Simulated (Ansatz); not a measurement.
# Al2Zn (P-3m1)

These are results of Ansatz 0.2.0, DFT r2SCAN, scalar-relativistic, plane waves, PAW, not measurements.

Plane waves to 500 eV, a k mesh through Γ of 18×18×6 on the computed 3-atom cell and Gaussian smearing (0.10 eV); no spin polarisation.

The structure is relaxed at this level of theory with its symmetry kept. Whether it is the stable form of this composition wasn't checked.

```cif
data_structure
_symmetry_space_group_name_H-M 'P-3m1'
_symmetry_Int_Tables_number 164
_cell_length_a 2.7954
_cell_length_b 2.7954
_cell_length_c 6.8760
_cell_angle_alpha 90.000
_cell_angle_beta 90.000
_cell_angle_gamma 120.000
_cell_volume 46.53
loop_
_atom_site_label
_atom_site_type_symbol
_atom_site_symmetry_multiplicity
_atom_site_Wyckoff_symbol
_atom_site_fract_x
_atom_site_fract_y
_atom_site_fract_z
_atom_site_occupancy
Al1 Al 2 d 0.33333 0.66667 0.33029 1
Zn1 Zn 1 a 0.00000 0.00000 0.00000 1
```

Q: Formation energy from the elements' standard states (uncorrected)?

A: +0.028 eV/atom.

Q: Density of states at the Fermi level?

A: 1.04 states/eV per cell.

Q: Löwdin character within 0.5 eV of the Fermi level?

A: Al 3p 52 %, Al 3s 21 %, Zn 4s 11 %, unprojected 15 %.

Q: Bulk modulus?

A: 90 GPa.

Q: Its pressure derivative?

A: 4.7.

Q: Bader charges (e)?

A: Al (2 in the cell) 0.17, Zn (1 in the cell) -0.34.

Cost: 6 runs of about 5.9 core-minutes in all, on AMD EPYC 7R13 Processor (Zen 3) (shared hosts).